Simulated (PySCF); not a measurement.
An unknown shows these calculated signals:

$^{1}$H NMR (400 MHz, computed): δ 1.46 (s, 1H).

$^{13}$C{$^{1}$H} NMR (computed): δ 111.4 (C), 77.3 (CH), 64.3 (C).

PySCF calculation with GFN2-xTB geometry, shielding tensors at PBE0/pcSseg-1 (GIAO) and J couplings at B3LYP/pcJ-1; a single conformation, non-relativistic Hamiltonian, gas phase.

References, each an isolated molecule treated in the same way: TMS for $^{1}$H, $^{13}$C.

Question: Which of these does the molecule contain: a three-membered ring, a C≡C triple bond, an NH or NH2 group, a ketone, a nitrile?

Answer: 
- A three-membered ring: no.
- A C≡C triple bond: yes (δC 77.3, 64.3; δH 1.46 (s)).
- An NH or NH2 group: no.
- A ketone: no.
- A nitrile: yes (δC 111.4).

The data belong to Cyanoacetylene (SMILES C(C#C)#N); they needn't prove each group on their own.

Carbon signals by region: 1 in the sp2 and nitrile region (100–160 ppm), 2 at 50–100 ppm.

Shifts are as computed. Against solution values, carbons near 30 ppm lie about +3 ppm off and those near 130 ppm about +5 ppm. Of 1211 compounds with measured shifts, 218 miss one by over three times the rms of a fit or turn the order of signals round; such compounds aren't used in these exercises.
